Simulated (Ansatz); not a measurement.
Consider the isomerisation: `CC1=NC1` → `CC=C=N`.

Calculated with Ansatz (gas phase, PBE0-D4/def2-TZVP geometries, no zero-point term in ΔE). CBS: MP2 limit from def2 TZ/QZ plus the TZ coupled-cluster correction, frozen cores. Functionals use def2-TZVPP. B3LYP here is the variant with VWN-RPA as its local correlation; programs differ in this. One conformer a species, not always the lowest.

| species | B3LYP-D4 energy (Eh) |
| --- | --- |
| `CC1=NC1` | -172.08641 |
| `CC=C=N` | -172.11203 |

Problem. Work out ΔE.

Solution. ΔE = (-172.11203) − (-172.08641) = -0.02562 Eh = -16.1 kcal/mol. CCSD(T)/CBS gives -12.0 kcal/mol.

Largest T1 diagnostic among the species: 0.013.

Leaving LDA and LC-ωPBE aside and taking each functional with its dispersion term where it has one, the values, not all of them listed here, spread over 7.0 kcal/mol, from BLYP-D4 to ωB97X-V. From PBE to PBE0 (25 % exact exchange), in def2-TZVPP and without D4, ΔE moves by +1.4 kcal/mol.
